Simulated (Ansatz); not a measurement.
**Iron, bcc under PBE: convergence with the plane-wave cutoff**

A convergence test of the plane-wave cutoff. The geometry was relaxed under PBE beforehand and stays fixed; 9 values are run, from 150 to 800 eV. Wanted are the values from which on the energy stays within 10 and 1 meV/atom, and the pressure within 0.5 GPa, of the last run. Within the series other settings stay, but some runs also write fields, which adds to their time. Spin polarisation is left out.

Computed with Ansatz 0.2.0 (DFT PBE, plane waves with PAW, scalar-relativistic, unless a step says otherwise).

**1. The structure to begin with**

The structure is cubic, space group Im-3m (No. 229). Conventional cell: a = 2.762 Å, b = 2.762 Å, c = 2.762 Å, α = 90.00°, β = 90.00°, γ = 90.00°. Fe (site symmetry m-3m) has 8 Fe at 2.39 Å as nearest neighbours.

Structure file:

```cif
data_structure
_symmetry_space_group_name_H-M 'Im-3m'
_symmetry_Int_Tables_number 229
_cell_length_a 2.7616
_cell_length_b 2.7616
_cell_length_c 2.7616
_cell_angle_alpha 90.000
_cell_angle_beta 90.000
_cell_angle_gamma 90.000
_cell_volume 21.06
loop_
_atom_site_label
_atom_site_type_symbol
_atom_site_symmetry_multiplicity
_atom_site_Wyckoff_symbol
_atom_site_fract_x
_atom_site_fract_y
_atom_site_fract_z
_atom_site_occupancy
Fe1 Fe 2 a 0.00000 0.00000 0.00000 1
```

**2. A run at the usual settings, for scale**

The input, input.yaml:

```yaml
crystal:
  lattice:
    - [-1.3807996972, 1.3807996972, 1.3807996972]
    - [1.3807996972, -1.3807996972, 1.3807996972]
    - [1.3807996972, 1.3807996972, -1.3807996972]
  atoms:
    - { symbol: Fe, position: [0.0, 0.0, 0.0] }
hamiltonian:
  xc: pbe
  pseudopotentials:
    kind: paw
    azcp:
      Fe: "pseudopotentials/Fe.paw.azcp"
basis:
  ecutwfc: 420
  fft_grid_basis: typed
kpoints:
  mp_grid: { grid: [26, 26, 26], shift: [0, 0, 0] }
magnetization:
  spin_polarized: false
scf:
  occupations: { method: fermi_dirac, width: 0.1 }
  lower_state_search: "off"
output:
  stress: true
```

Command:

```bash
> ansatz run input.yaml --threads 1 --pin off --max-ram 3584MiB --backend cpu --events-out ev --progress --plain --runs-dir out
```

**3. With a cutoff of 150 eV**

The run at 150 eV.

input.yaml, as its differences from that of step 2:

```diff
@@ -14,6 +14,6 @@
 basis:
-  ecutwfc: 420
+  ecutwfc: 150
   fft_grid_basis: typed
 kpoints:
-  mp_grid: { grid: [26, 26, 26], shift: [0, 0, 0] }
+  mp_grid: { grid: [16, 16, 16], shift: [0, 0, 0] }
 magnetization:
```

**4. With a cutoff of 200 eV**

The run at 200 eV.

input.yaml, as its differences from that of step 3:

```diff
@@ -14,3 +14,3 @@
 basis:
-  ecutwfc: 150
+  ecutwfc: 200
   fft_grid_basis: typed
```

**5. With a cutoff of 250 eV**

The run at 250 eV.

input.yaml, as its differences from that of step 4:

```diff
@@ -14,3 +14,3 @@
 basis:
-  ecutwfc: 200
+  ecutwfc: 250
   fft_grid_basis: typed
@@ -25 +25,5 @@
   stress: true
+  write_density: true
+  write_potential: true
+  elf: true
+  volumetric_format: npy
```

**6. With a cutoff of 300 eV**

The run at 300 eV.

input.yaml, as its differences from that of step 5:

```diff
@@ -14,3 +14,3 @@
 basis:
-  ecutwfc: 250
+  ecutwfc: 300
   fft_grid_basis: typed
@@ -25,5 +25 @@
   stress: true
-  write_density: true
-  write_potential: true
-  elf: true
-  volumetric_format: npy
```

**7. With a cutoff of 350 eV**

The run at 350 eV.

input.yaml, as its differences from that of step 6:

```diff
@@ -14,3 +14,3 @@
 basis:
-  ecutwfc: 300
+  ecutwfc: 350
   fft_grid_basis: typed
```

**8. With a cutoff of 420 eV**

The run at 420 eV.

input.yaml, as its differences from that of step 7:

```diff
@@ -14,3 +14,3 @@
 basis:
-  ecutwfc: 350
+  ecutwfc: 420
   fft_grid_basis: typed
```

**9. With a cutoff of 500 eV**

The run at 500 eV.

input.yaml, as its differences from that of step 8:

```diff
@@ -14,3 +14,3 @@
 basis:
-  ecutwfc: 420
+  ecutwfc: 500
   fft_grid_basis: typed
```

**10. With a cutoff of 600 eV**

The run at 600 eV.

input.yaml, as its differences from that of step 9:

```diff
@@ -14,3 +14,3 @@
 basis:
-  ecutwfc: 500
+  ecutwfc: 600
   fft_grid_basis: typed
```

**11. With a cutoff of 800 eV**

The run at 800 eV.

input.yaml, as its differences from that of step 10:

```diff
@@ -14,3 +14,3 @@
 basis:
-  ecutwfc: 600
+  ecutwfc: 800
   fft_grid_basis: typed
@@ -25 +25,5 @@
   stress: true
+  write_density: true
+  write_potential: true
+  elf: true
+  volumetric_format: npy
```

(Steps that only read results are left out.)

What does the calculation give?

**Answer**, as computed:

| quantity | value |
| --- | --- |
| E(σ → 0) stays within 10 meV/atom of 800 eV | from 420 eV on |
| E(σ → 0) stays within 1 meV/atom | from 600 eV on |
| pressure stays within 0.5 GPa | from 420 eV on |
| pressure at 800 eV | 0.06 GPa |
| CPU time, dearest over cheapest | 4.4 |
| run at the usual settings (mesh 26×26×26 against the series' 16×16×16, 420 eV) | +3.5 meV/atom from 800 eV, 0.11 GPa |

**Reading.** At 150 eV the energy differs by +77933 meV/atom and the pressure by +89.1 GPa. Each step up in cutoff lowers the energy. 1 meV/atom is reached at 600 eV; energy differences often converge earlier, as errors cancel. The cell taken over is 11 % smaller than the measured one (11.78 Å³/atom, COD), which weighs on all values here.

Real Fe is ferromagnetic; without spin these runs don't describe its ground state.
